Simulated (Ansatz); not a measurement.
Hafnium, hcp: convergence with Fermi-Dirac smearing

Computed with Ansatz, PBE, scalar-relativistic PAW, on the relaxed cell (a = 3.205 Å, c = 5.074 Å (c/a = 1.583); spin not included). Errors count from a run at 420 eV on a Γ-centred 19×19×10 mesh with Fermi-Dirac smearing of 0.1 eV, extrapolated to zero width. Fixed here: cutoff 420 eV, mesh 11×11×6. The SCF starts from atomic densities corrected by a trained network.

| width (eV) | E(σ→0) error (meV/atom) | F error (meV/atom) | P (GPa) | SCF iterations |
| --- | --- | --- | --- | --- |
| 0.01 | 1.0 | 0.7 | 0.16 | 6 |
| 0.03 | 0.6 | -0.9 | 0.08 | 6 |
| 0.1 | 0.3 | -14.1 | -0.01 | 6 |
| 0.2 | 6.1 | -61.2 | 0.30 | 6 |
| 0.6 | 18.6 | -672.7 | 4.39 | 8 |
| 1.0 | -106.6 | -1838.0 | 9.94 | 8 |

Q: What does the run at 0.3 give (width)?

A: E(σ→0) error (meV/atom): 17.2; F error (meV/atom): -150.8; P (GPa): 1.01; SCF iterations: 7.
